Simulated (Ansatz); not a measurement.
# Mg₂H+ (quintet): the correlation ladder, def2-TZVPP

The task here is to estimate one member of a computed series from the others.

Program: Ansatz 0.2.0, Gaussian basis. Level of theory: def2-TZVPP, core rule «outside noble gas», up to 10 orbitals frozen. These are calculated values, not measurements.

The runs, in order: UHF; ROHF; CCSD(T) on UHF.

## The geometry

The geometry is a PBE0/def2-TZVP stationary point (not a proven minimum) of the parent state, kept for this charge and spin.

3 atoms, charge 1, spin multiplicity 5.

Atoms are counted from 1 here; the program's logs count them from 0.

Bond lengths: Mg1–H3 1.846 Å, Mg2–H3 1.846 Å. Angles: Mg1–H3–Mg2 100.7°.

Set-up of the first run:

File in.yaml:

```yaml
crystal:
  periodic: [false, false, false]
  atoms:
    - {symbol: Mg, position_ang: [0.000000, -0.023934, 1.420565]}
    - {symbol: Mg, position_ang: [0.000000, -0.023934, -1.420565]}
    - {symbol: H, position_ang: [0.000000, 1.154280, 0.000000]}
basis:
  gaussian: {orbitals: def2-TZVPP}
total_charge: 1
magnetization: {spin_polarized: true, initial_magnetization: 4}
hamiltonian: {xc: hf}
output: {orbitals: {seedname: orbitals}}
```

Started as:

```bash
$ ansatz run in.yaml --threads 1 --pin off --events-out ev --progress --plain --max-ram 4096MiB --backend cpu
```

Steps of the session up to this table: UHF; ROHF; CCSD(T) on UHF.

One of the session's tables, all rows but one given; the rest of the session is left out.

It belongs to the step «Misses and costs». 

```
  method  from UCCSD(T) (meV)
    ROHF               +532.4
     UHF               +528.4
    UMP2                    ?
   UCCSD                 +9.7
UCCSD(T)                    0
```

**Question.** Estimate the row for UMP2.

**Answer.** from UCCSD(T) (meV): +201.5. In the column «from UCCSD(T) (meV)» it lies between UCCSD (+9.7) and UHF (+528.4).
